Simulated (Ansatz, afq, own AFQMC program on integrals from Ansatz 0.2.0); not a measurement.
Two steps: Ansatz 0.2.0 writes the Fock matrix and Cholesky factors of the valence space, and afq projects on them the lowest state that overlaps trial and start.

```yaml
crystal:
  periodic: [false, false, false]
  atoms:
    - {symbol: Si, position_ang: [0.000000, 0.000000, 0.562441]}
    - {symbol: B, position_ang: [0.000000, 0.000000, -1.359948]}
    - {symbol: H, position_ang: [0.000000, 1.218724, 1.409347]}
    - {symbol: H, position_ang: [0.000000, -1.218724, 1.409347]}
    - {symbol: H, position_ang: [0.898100, -0.518518, -1.952056]}
    - {symbol: H, position_ang: [-0.898100, 0.518518, -1.952056]}
basis:
  gaussian: {orbitals: 6-31G}
magnetization: {spin_polarized: true, initial_magnetization: 1}
correlation: {method: ccsd_t, electrons: outside_noble_gas, hamiltonian_folder: ham}
```

```sh
$ ansatz run in.yaml --threads 1 --pin off --events-out ev --progress --plain --max-ram 1382MiB
```

afq runs on the folder ham with

```
--method phaseless --trial hf --walkers 160 --populations 1 --least-time 40 --time-step 0.005 --steps-per-block 20 --equilibration-blocks 160 --max-blocks 600 --target-error 0.002400 --factor-cut 1e-05 --start spin_pure --seed 3553 --taylor-order 6
```

Times are imaginary, in 1/Eh. The walk had a cap of 531 s.

afq prints:

```
orbitals 24  electrons 6 5  factors 175 of 394
reference energy -315.79634571 Eh
CCSD correlation -0.12863857 Eh in 12 cycles, weight of the determinant in the CISD state 0.9018
energy of the start -315.796648 Eh
 block  time / (1/Eh)  mean weight  energy / Eh
     1     0.100  0.9990  -315.815693
     2     0.200  1.0007  -315.828934
     3     0.300  1.0008  -315.842202
     4     0.400  1.0005  -315.853833
     5     0.500  0.9998  -315.860709
     7     0.700  1.0000  -315.873062
     9     0.900  0.9991  -315.888390
    15     1.500  1.0005  -315.914022
    43     4.300  0.9992  -315.929154
    71     7.100  1.0004  -315.927522
    99     9.900  0.9997  -315.914652
   127    12.700  0.9999  -315.937295
   155    15.500  1.0003  -315.929879
   183    18.300  1.0001  -315.933008
   211    21.100  0.9999  -315.921190
   239    23.900  0.9993  -315.943756
   267    26.700  0.9997  -315.924627
   295    29.500  0.9958  -315.918936
   323    32.300  0.9998  -315.927067
   337    33.700  0.9996  -315.913033
   351    35.100  1.0007  -315.921993
   379    37.900  0.9996  -315.932591
   407    40.700  1.0001  -315.915906
   435    43.500  0.9991  -315.933136
   463    46.300  0.9987  -315.936280
   491    49.100  1.0001  -315.932491
   519    51.900  0.9994  -315.947348
   547    54.700  0.9985  -315.956201
blocks merged  error / Eh  count
     1  0.000515  400
     2  0.000703  200
     4  0.000950  100
     8  0.001253  50
    16  0.001523  25
    32  0.001573  12
energy -315.929249 +/- 0.001523 Eh
(rows thinned)
```

The run passed its tests (sampling time, drift between the halves within three errors, error under three times the target), which doesn't prove that it has relaxed. The second half of the sampling lies below the first by 1.5 errors of their difference, so the energy may still be moving and its error bar be too small.

Against this walk (error 41.5 meV) on the same determinant: CCSD(T) 48.8 meV higher (within the noise), CCSDT(Q) 25.4 meV higher (within the noise), a separate phaseless walk with a CISD trial and standard settings 25.1 ± 41.8 meV higher (within the noise). The error is statistical and leaves out the bias of the constraint.

Cautions: constraint bias not in the error.

The walk took 5.6 min on 1 thread of AMD EPYC (Zen 3) (shared host). The log's last line is the phaseless energy.

CCSDT and higher add their correlation energy to the determinant of the CCSD(T) run, since their own runs factorise the integrals more tightly (a shift of under 2 meV). A walk keeps the symmetry of its determinant, which the program's search chose and which needn't be the lowest solution, so a lower state of the same spin and another symmetry isn't excluded.
